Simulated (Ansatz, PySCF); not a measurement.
Molecule: CH$_{3}$S, net charge 0, doublet state. It need not be the lowest isomer of its formula. 
Geometry from a B3LYP-D3(BJ)/def2-TZVP (Ansatz, a program for electronic structure) optimisation:
```xyz
5

C     -0.0461     1.1066    -0.2404
S     -0.0135    -0.5541     0.1901
H      0.6281    -1.0204    -0.8936
H     -0.5168     1.7811     0.4559
H      0.3815     1.4649    -1.1612
```
Charge 0, spin multiplicity 2.

Property: atomisation energy (electronic, to ground-state atoms), in kcal/mol. Cores are frozen in the correlated levels unless marked. Open shells are spin-unrestricted. Spin-orbit coupling is left out. No relativistic terms. The coupled-cluster limit lacks core correlation, which all-electron functionals hold. CBS(X,Y): correlation extrapolated as X^-3; Hartree-Fock from the larger set. [CCSD(T)-MP2]/basis is that difference in the basis named.

```csv
level,program,atomisation energy (kcal/mol),minus last row
HF/def2-TZVPD,PySCF,270.3,-101.8
r2SCANh/def2-TZVPD,Ansatz,374.8,2.7
PW6B95-D4/def2-TZVPD,PySCF + dftd4,375.1,3.0
SCS-MP2/aug-cc-pV(T+d)Z,Ansatz,363.9,-8.2
CCSD/def2-SVPD,Ansatz,346.2,-25.9
CCSD(T)/6-31G,Ansatz,292.2,-79.9
"RI-MP2/CBS(aug-cc-pV(T+d)Z,aug-cc-pV(Q+d)Z)+[CCSD(T)-MP2]/aug-cc-pV(T+d)Z",Ansatz,372.1,0.0
```
